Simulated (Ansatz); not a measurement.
A nudged elastic band was laid between two geometries of CH$_{8}$BN (11 atoms, charge 0, multiplicity 1).

These are results of RKS r2SCAN/6-31G* (Ansatz), not measurements.

```json
{"movable images": "5", "climbing image": "yes", "spring": "5.0 eV/Å²", "optimiser": "quadratic models (default)", "start path": "through a guess of the saddle point", "force threshold": "0.05 eV/Å", "iteration limit": "60", "end points": "relaxed"}
```

Image 0:

```xyz
11
Properties=species:S:1:pos:R:3
B -0.833 1.047 -0.208
N -0.353 -0.500 0.071
C 1.115 -0.666 0.156
H -2.046 0.995 -0.246
H -0.323 1.345 -1.271
H -0.401 1.683 0.735
H -0.788 -0.823 0.937
H -0.725 -1.093 -0.673
H 1.476 -0.021 0.961
H 1.544 -0.317 -0.786
H 1.399 -1.708 0.343
```

Image 6:

```xyz
11
Properties=species:S:1:pos:R:3
B -0.823 1.046 -0.252
N -0.295 -0.509 -0.183
C 1.060 -0.656 0.397
H -0.824 1.426 0.903
H -1.932 0.976 -0.744
H -0.012 1.620 -0.953
H -0.964 -1.055 0.362
H -0.310 -0.899 -1.127
H 1.038 -0.235 1.404
H 1.748 -0.065 -0.212
H 1.379 -1.704 0.427
```

(1) What changes between the two ends?

(2) What energy profile does the band end with?

(3) What is the geometry of the highest image?

(4) What are the harmonic wavenumbers there?

Results:

(1) No bond is made or broken. The dihedral H4–B1–N2–C3 goes from 180 to -60°. The two ends are copies of one structure, up to a mirror image or an exchange of like atoms.

(2) The run converged. The highest image is number 3 of 0 to 6, 0.119 eV above the ends, which have the same energy within 2 meV. A vibrational analysis at the climbing image gives one clearly imaginary mode, 205i cm⁻¹: a first-order saddle point.

```json
{"image": "0", "path coordinate (Å)": "0.00", "energy (eV)": "0.000", "dihedral H4–B1–N2–C3 (°)": "180"}
{"image": "1", "path coordinate (Å)": "0.60", "energy (eV)": "0.028", "dihedral H4–B1–N2–C3 (°)": "-161"}
{"image": "2", "path coordinate (Å)": "1.20", "energy (eV)": "0.089", "dihedral H4–B1–N2–C3 (°)": "-141"}
{"image": "3", "path coordinate (Å)": "1.81", "energy (eV)": "0.119", "dihedral H4–B1–N2–C3 (°)": "-120"}
{"image": "4", "path coordinate (Å)": "2.41", "energy (eV)": "0.088", "dihedral H4–B1–N2–C3 (°)": "-99"}
{"image": "5", "path coordinate (Å)": "3.01", "energy (eV)": "0.028", "dihedral H4–B1–N2–C3 (°)": "-79"}
{"image": "6", "path coordinate (Å)": "3.61", "energy (eV)": "0.000", "dihedral H4–B1–N2–C3 (°)": "-60"}
```

(3) 
```xyz
11
Properties=species:S:1:pos:R:3:forces:R:3
B -0.840 1.063 -0.252 -0.01 0.00 0.00
N -0.320 -0.520 -0.085 0.02 -0.02 0.00
C 1.097 -0.666 0.320 -0.02 0.00 0.00
H -1.748 1.185 0.545 0.00 0.00 0.00
H -1.192 1.162 -1.410 0.00 0.00 0.00
H 0.125 1.749 0.015 0.00 -0.01 0.00
H -0.917 -0.987 0.598 0.00 0.01 -0.01
H -0.471 -1.005 -0.969 0.00 0.01 0.00
H 1.230 -0.150 1.273 0.00 0.00 0.00
H 1.715 -0.168 -0.429 0.00 0.00 0.00
H 1.386 -1.720 0.415 0.00 0.00 0.00
```

(4) 205i, 267, 345, 650, 683, 916, 951, 1040, 1083, 1128, 1193, 1194, 1203, 1289, 1365, 1466, 1521, 1523, 1697, 2464, 2531, 2532, 3058, 3161, 3193, 3474, 3550 cm⁻¹.

The run took 51 s on 1 thread of Intel(R) Xeon(R) 6975P-C (Granite Rapids) (shared host), peak memory 0.22 GiB.
